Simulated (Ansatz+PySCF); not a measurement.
Values are calculated unless marked as measured or tabulated.
**Several solutions for singlet HClO**

```xyz
3

O     0.0000    0.9058   -0.7725
H     0.0000    1.7222   -0.1184
Cl    0.0000   -0.5276    0.3705
```

Basis set: def2-SVP (spherical functions). Charge 0, multiplicity 1.

UHF was run from several starts with Ansatz (development build ahead of 0.2.0) and PySCF 2.14.0.

```
run  program                                 start  converged  energy (hartree)  <S²>
  A   Ansatz           search for the lowest state        yes        -534.63710  0.15
  B   Ansatz               atomic start, no search        yes        -534.63627  0.00
  C    PySCF   guess minao, instabilities followed        yes        -534.63710  0.15
  D   Ansatz               stability test followed        yes        -534.63710  0.15
  E    PySCF      guess 1e, instabilities followed        yes        -534.63710  0.15
  F    PySCF    guess atom, instabilities followed        yes        -534.63710  0.15
  G    PySCF  guess huckel, instabilities followed        yes        -534.63710  0.15
  H    PySCF                      program defaults        yes        -534.63627  0.00
```

(1) Which runs reached the lowest solution of this kind, and what is wrong with the others?

## Answers

(1) A, C, D, E, F, G reached the lowest solution found. Converged but too high: B by 0.02 eV, H by 0.02 eV. Convergence only shows a stationary point, and even a stable one can lie too high; stability tests and further starts are what find lower ones. Caution: the unrestricted determinant is spin contaminated.
